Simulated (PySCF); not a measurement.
# Stretching NaLi

Set-up: basis Na aug-pcseg-1, Li aug-pcseg-1; no relativity; PySCF 2.14. Energies in eV from Na + Li in their ground configurations at the same level. All curves are PBE0. state 1: ¹Σ⁺ (singlet), closed shell; state 2: triplet, unpaired electrons σ ↑↑, a second solution, started from another occupation; state 3: ³Π (triplet), unpaired electrons σ ↑, π ↑, a second solution, started from another occupation.

| R (Å) | state 1 | state 2 | state 3 |
| --- | --- | --- | --- |
| 2.523 | -0.6045 | 0.5862 | 0.7886 |
| 2.641 | -0.6768 | 0.4539 | 0.7333 |
| 2.758 | -0.7200 | 0.3470 | 0.7023 |
| 2.846 | -0.7366 | 0.2810 | 0.6923 |
| 2.934 | -0.7417 | 0.2251 | 0.6918 |
| 3.022 | -0.7373 | 0.1782 | 0.6994 |
| 3.139 | -0.7189 | 0.1272 | 0.7201 |
| 3.286 | -0.6803 | 0.0787 | 0.7592 |
| 3.462 | -0.6173 | 0.0379 | 0.8201 |
| 3.697 | -0.5154 | 0.0044 | 0.9164 |

**Question.** Put a parabola through the three lowest points of the state 1 curve and estimate Re, k and ωe (reduced mass 5.376 u; 1 eV/Å² = 0.16022 mdyn/Å; ωe = 1302.8·√(k/μ) cm⁻¹).

**Answer.** Through R = 2.846, 2.934, 3.022 Å the second-order coefficient is 0.613 eV/Å², so Re ≈ 2.937 Å, k ≈ 0.197 mdyn/Å and ωe ≈ 249 cm⁻¹. A polynomial fit of higher order to the unrounded PBE0 energies gives Re = 2.935 Å, k = 0.199 mdyn/Å, ωe = 250 cm⁻¹; anharmonicity and rounding make the difference.

The higher-order fit for each curve: state 1: Re = 2.935 Å, ωe = 250 cm⁻¹, De = 0.74 eV; state 3: Re = 2.894 Å, ωe = 239 cm⁻¹, minimum 0.69 eV above the ground-state fragments. State 2 gave no clean fit.

Closed-shell solutions of metal pairs were not tested for spin polarisation, which can lower them a little.
